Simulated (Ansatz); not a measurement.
Reaction (atomization): `C[SiH]O`• → C• + 5 H• + O• + Si•

Gas-phase electronic energies from Ansatz, PBE0-D4/def2-TZVP geometries. CCSD(T)/CBS is the MP2 limit (def2-TZVPP, def2-QZVPP) plus CCSD(T) − MP2 in def2-TZVPP, frozen cores. This one scheme is used for every species, atoms too. DFT in def2-TZVPP. B3LYP here is the variant with VWN-RPA as its local correlation; programs differ in this. No spin–orbit coupling; open shells (•) take unrestricted orbitals. Spin–orbit coupling would lower the free atoms: a little for C, O, Si. One conformer a species, not always the lowest.

`C[SiH]O`•:

```xyz
8

C    -1.145   -0.046   -0.101
Si    0.623   -0.561    0.186
O     1.429    0.800    0.679
H    -1.604    0.310    0.823
H    -1.731   -0.890   -0.474
H    -1.187    0.760   -0.840
H     1.238   -1.098   -1.074
H     2.377    0.725    0.800
```

| level | ΔE (kJ/mol) |
| --- | --- |
| LDA (SPW92) | 3173.3 |
| r2SCAN-D4 | 2820.2 |
| B3LYP-D4 | 2804.9 |
| PBE-QIDH | 2779.1 |
| PBE | 2822.3 |
| r2SCANh | 2801.2 |
| MP2/def2-TZVPP | 2768.4 |
| HF/def2-QZVPP | 2088.4 |

(1) What does CCSD(T)/CBS give? (Best estimate.)

Largest T1 diagnostic among the species: 0.013.

Answers

(1) The calculation gave: +2808.9 kJ/mol. The listed levels differ from it by 364.4, 11.3, -4.0, -29.8, 13.4, -7.7, -40.5, -720.5 kJ/mol.

From PBE to PBE0 (25 % exact exchange), in def2-TZVPP and without D4, ΔE moves by −38.9 kJ/mol: exact exchange takes away binding that semilocal exchange gives to molecules. The D4 term adds +19.3 kJ/mol with B3LYP and +9.9 kJ/mol with PBE0; it sums over pairs of atoms, weighted by their polarisabilities, and B3LYP, whose exchange is more repulsive, gets the larger term. Leaving LDA and LC-ωPBE aside and taking each functional with its dispersion term where it has one, the values, not all of them listed here, spread over 100.6 kJ/mol, from BHLYP-D4 to PBE-D4. LDA lies +351.0 kJ/mol from PBE without D4, its usual overbinding.

For atomizations the MP2-based limit and the directly extrapolated one differ by several kJ/mol either way, and by 10 to 25 for some Ge, Se and Sn compounds, so smaller differences from it don't rank the levels.
